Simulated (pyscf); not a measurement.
Substitution at Si: HO–SiH(OH)–F + H• → HO–SiH(OH)–F + H•

Gas phase, doublet surface, charge 0. Bonds broken: Si2–H6. Bonds formed: Si2–H5. Single points on ωB97X-D3(BJ)/def2-SVP structures (PySCF, gas phase).

Transition state (Å):

```xyz
8

O      1.1211    -0.5948    -0.8305
Si     0.4564     0.5147     0.1935
F      0.1287     1.9321    -0.5208
H      0.4769    -1.2309    -1.1663
H      0.6566     0.9524     1.7697
H      1.8903     0.8707     0.8087
O     -0.9893    -0.2269     0.5543
H     -1.6025     0.2485     1.1244
```

One imaginary mode, 423i cm⁻¹; descent along it reached the two sides named.

```json
[
 {"bond": "Si2–H6", "change": "breaks", "reactant side (Å)": "1.471", "saddle": "1.600", "product side": "4.0"},
 {"bond": "Si2–H5", "change": "forms", "reactant side (Å)": "3.8", "saddle": "1.648", "product side": "1.471"}
]
```

Electronic energies relative to the separated reactants (kJ/mol):

| level | barrier | reaction energy | reverse barrier |
|---|---|---|---|
| ωB97X-D3(BJ)/def2-TZVP | 58.2 | 0.0 | 58.2 |
| PBE/def2-TZVP | 35.0 | 0.0 | 35.0 |
| r²SCAN/def2-TZVP | 31.3 | 0.0 | 31.3 |
| B3LYP-D3(BJ)/def2-TZVP | 44.7 | 0.0 | 44.7 |
| PBE0-D3(BJ)/def2-TZVP | 45.2 | 0.0 | 45.2 |
| M06-2X/def2-TZVP | 64.9 | 0.0 | 64.9 |
| ωB97M-D3(BJ)/def2-TZVP | 57.9 | 0.0 | 57.9 |
| HF/def2-TZVP | 122.4 | 0.0 | 122.4 |

With ωB97M-D3(BJ)/def2-TZVP energies and thermal terms (ideal gas, 1 atm, RRHO with modes under 100 cm⁻¹ raised to 100, one conformer, R ln 2 for rigid chiral ones), in kJ/mol:

```json
[
 {"T (K)": "298", "ΔH‡": "60.0", "ΔG‡": "93.2", "ΔH": "0.0", "ΔG": "0.0"},
 {"T (K)": "600", "ΔH‡": "56.2", "ΔG‡": "128.5", "ΔH": "0.0", "ΔG": "0.0"},
 {"T (K)": "900", "ΔH‡": "54.1", "ΔG‡": "165.2", "ΔH": "0.0", "ΔG": "0.0"},
 {"T (K)": "1200", "ΔH‡": "52.6", "ΔG‡": "202.4", "ΔH": "0.0", "ΔG": "0.0"}
]
```

This is the saddle that the search found; another between the same sides may lie lower. The angle at the attacked Si is 58° (front-side attack).
